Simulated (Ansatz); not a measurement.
in.yaml

```yaml
crystal:
  periodic: [false, false, false]
  atoms:
    - {symbol: B, position_ang: [0.000000, 0.000000, 0.000000]}
    - {symbol: S, position_ang: [0.000000, 0.000000, 2.775000]}
basis:
  gaussian: {orbitals: STO-3G}
total_charge: 1
magnetization: {spin_polarized: false, initial_magnetization: 2}
correlation: {active_space: {ras: {orbitals: [3, 2, 3], electrons: 5, max_holes: 2, max_particles: 2}, fixed_orbitals: true}}
output: {forces: true}
```

```sh
$ ansatz run in.yaml --threads 1 --pin off --events-out ev --progress --plain --max-ram 2393MiB
```

(1) One thing in this input was set wrong on purpose, beside settings that are merely unusual. What is the gravest fault, and what does the program do?

Results:

(1) Electron count of the space is wrong. How the run ends: stopped by an error.
```
153 factors; integrals over basis functions are off by at most 3.9e-5 eV
mean field evaluation 1: about -11347.9701 eV, gradient 1.1e1 eV
mean field evaluation 2: about -11347.9803 eV, gradient 1.1e1 eV
mean field evaluation 4: about -11349.7406 eV, gradient 2.1e0 eV
mean field evaluation 8: about -11349.8191 eV, gradient 1.0e-3 eV
mean field evaluation 16: about -11350.7898 eV, gradient 1.1e-1 eV
mean field evaluation 32: about -11350.7902 eV, gradient 9.0e-2 eV
mean field -11350.79062753 eV, -417.1338617196 hartree, gradient 2.0e-6 eV, S^2 2.000000; 7 other end points of the search recorded, 0 dependent functions left out
reference -11350.79062753 eV, -417.1338617196 hartree; 11, 9 occupied and 3, 5 virtual orbitals, 153 factors
Error: 5 electrons in 8 orbitals form no window around the highest filled level of the reference
```
